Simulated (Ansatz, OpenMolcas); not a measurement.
# Worked example: the enthalpy of formation of SO2 (sulfur dioxide)

SO2 has 3 atoms, charge 0, and is taken as a singlet. As SMILES, `O=S=O`. The coordinates come from a PBE0-D4/def2-TZVP relaxation.

```xyz
3

O    -0.9744    0.6459   -0.4595
S     0.2695    0.3574    0.1868
O     0.7049   -1.0033    0.2727
```

Total energies at PBE/def2-TZVPP (OpenMolcas 26.06); the atoms run unrestricted:

| species | state | energy (Eh) |
| --- | --- | --- |
| SO2 | singlet | -548.400573 |
| O | triplet | -75.009671 |
| S | triplet | -397.938368 |

Harmonic wavenumbers at PBE0-D4/def2-TZVP, in cm⁻¹: 532, 1217, 1420.

Measured heats of formation of the gaseous atoms at 298.15 K, in kJ/mol: O 249.2, S 277.0. Spin-orbit lowering of the atoms at 298 K (mean of the ground term's levels less their thermal mean, from spectra), in kJ/mol: O 0.40, S 1.88. Take 1 Eh = 2625.50 kJ/mol, 1 cm⁻¹ = 0.0119627 kJ/mol, RT = 2.479 kJ/mol.

Question: What heat of formation follows?

Answer: 
1. Electronic atomisation energy: 2 × (-75.009671) + (-397.938368) − (-548.400573) = 0.442863 Eh = 1162.7 kJ/mol.
2. Zero-point energy: half the sum of the wavenumbers, 1584.5 cm⁻¹ = 19.0 kJ/mol.
3. Thermal vibrational enthalpy, Σ hcν̃/(exp(hcν̃/kT) − 1): 0.6 kJ/mol. Translation, rotation and pV of a non-linear molecule: 4 RT = 9.9 kJ/mol.
4. The 3 free atoms carry 5/2 RT each: 18.6 kJ/mol.
5. Spin-orbit coupling lowers the free atoms by 2 × 0.40 + 1.88 = 2.7 kJ/mol.
6. Atomisation enthalpy at 298 K: 1162.7 − 2.7 − 19.0 − 0.6 − 9.9 + 18.6 = 1149.1 kJ/mol.
7. Sum of the atoms' heats of formation: 775.4 kJ/mol. Heat of formation: 775.4 − 1149.1 = -373.7 kJ/mol.

The tabulated value is -296.8 kJ/mol (NIST-JANAF tables), so this level is off by -76.9 kJ/mol, or 7.2 % of the atomisation enthalpy. Gradient-corrected functionals often overbind somewhat. Anharmonicity and any spin-orbit splitting of the molecule are left out.
